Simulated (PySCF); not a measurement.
Compound: C5H6P (charge -1).
Atom-mapped SMILES: `[CH3:1][c:2]1[cH:3][cH:4][cH:5][p-:6]1`

Probes without a nucleus sit at each ring's centroid and 1 Å off its mean plane on both sides; NICS is minus the shielding there, NICSzz its component along the normal. Level: GIAO PBE0/pcSseg-1 (PySCF, non-relativistic, gas phase) on the GFN2-xTB geometry, one conformer.

Ring bond lengths (Å), with Mayer bond orders in brackets: C2–C3 1.380 (1.49), C3–C4 1.400 (1.34), C4–C5 1.375 (1.49), C5–P6 1.746 (1.26), P6–C2 1.760 (1.24).

Q: Give the NICS values of each ring in ppm.

A: 
```csv
ring,type,NICS(0),"NICS(1), two faces","NICS(1)zz, two faces",rms pucker (Å),"centre to ring atoms, mean (Å)"
C2–C3–C4–C5–P6,5-membered ring with P; formal bonds all aromatic,-12.4,-10.8 / -10.9,-28.7 / -28.8,0.00,1.30
```

Q: What do they say, and how far can they be read as aromaticity?

A: 
- C2–C3–C4–C5–P6: mean NICS(1)zz -28.8 ppm, shielded.

Q: What does the geometric index give? HOMA takes Krygowski's 1993 parameters.

A: 
- C2–C3–C4–C5–P6: HOMA 0.83; the largest term is that of P6–C2, α(R − Ropt)² = 0.46.

Q: What is the mean of the two in-plane components of NICS at the first NICS(1) probe listed for ring C2–C3–C4–C5–P6, 1 Å off the ring?

A: The isotropic value is a third of the trace: (3 × -10.8 − (-28.7))/2 = -1.9 ppm.

Rough CPU time on one thread of a shared machine: about 50 s (grids of density and orbitals included). This is the whole shielding run at PBE0/pcSseg-1, SCF included.
